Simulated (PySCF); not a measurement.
Computed shifts of a molecule C4H5N, PBE0/pcSseg-1 run with PySCF, GIAO, gas phase, atoms alike by connectivity averaged where their shifts nearly agree, in ppm (number of nuclei): ¹³C: 123.0 (2), 116.7 (2). ¹⁵N: 174.7 (1). ¹H: 7.72 (1), 7.02 (2), 6.72 (2). References: ¹³C against TMS (σ = 186.3 ppm); ¹⁵N against NH3 (σ = 267.4 ppm); ¹H against TMS (σ = 31.56 ppm), references at their B3LYP-D3(BJ)/def2-TZVP geometries, non-relativistic. Geometry optimised at B3LYP-D3(BJ)/def2-SVP. The values are those of a single conformer.

Which structure fits?
(A) C#C/C=N/C
(B) N#CC1CC1
(C) c1cc[nH]c1
(D) C1=CCN=C1

C, c1cc[nH]c1
